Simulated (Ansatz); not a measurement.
Diamond-structure Si, treated with PBE (Ansatz, an electronic-structure program, PAW).

Settings: plane-wave cutoff 520 eV, 12×12×12 k mesh, Fermi–Dirac smearing 0.01 eV, scalar-relativistic PAW data made under PBE.

Properties against volume:

```tsv
V (Å³/atom)	P (GPa)	direct gap at Γ (eV)	smallest gap on the k mesh (eV)
19.232	6.27	2.576	0.495
19.642	3.96	2.568	0.536
20.051	1.88	2.560	0.574
20.460	0.00	2.552	0.609
20.869	-1.68	2.543	0.643
21.278	-3.19	2.534	0.675
21.688	-4.55	2.470	0.705
```

The fundamental gap (0.61 eV at the equilibrium volume, with added k points) lies elsewhere than Γ–Γ.

Measured, for comparison: band gap 1.23 eV (zero-point renormalisation of 0.06 eV added back (the table's ZPR column); as tabulated in Chen et al. (2018), doi:10.1103/physrevmaterials.2.073803).
